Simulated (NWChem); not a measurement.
System: CH₃ cation

Here is an NWChem input.

```
start job
memory heap 200 mb stack 900 mb global 1100 mb
charge 1
geometry units angstroms noautosym nocenter noautoz
  C      0.000000     0.000000     0.000000
  H      0.780694     0.780694     0.000000
  H      0.285754    -1.066448     0.000000
  H     -1.066448     0.285754     0.000000
end
basis spherical
  * library def2-svp
end
dft
  xc pbe0
  iterations 150
end
cosmo
  do_cosmo_smd true
  solvent toluene
end
task dft energy
```

Geometry: optimised at PBE0/def2-SVP. Solvent: toluene.

Level: PBE0/def2-SVP with SMD (1 M gas to 1 M solution), gas-phase geometry. Reactions with the solvent are ignored.

What results follow from this input? (PBE0/def2-SVP, SMD on the gas-phase geometry.) Quantities: solvation free energy (kcal/mol); cavity-dispersion-structure term (kcal/mol).


| Property | Value |
|---|---|
| solvation free energy (kcal/mol) | -48.1 |
| cavity-dispersion-structure term (kcal/mol) | 1.8 |
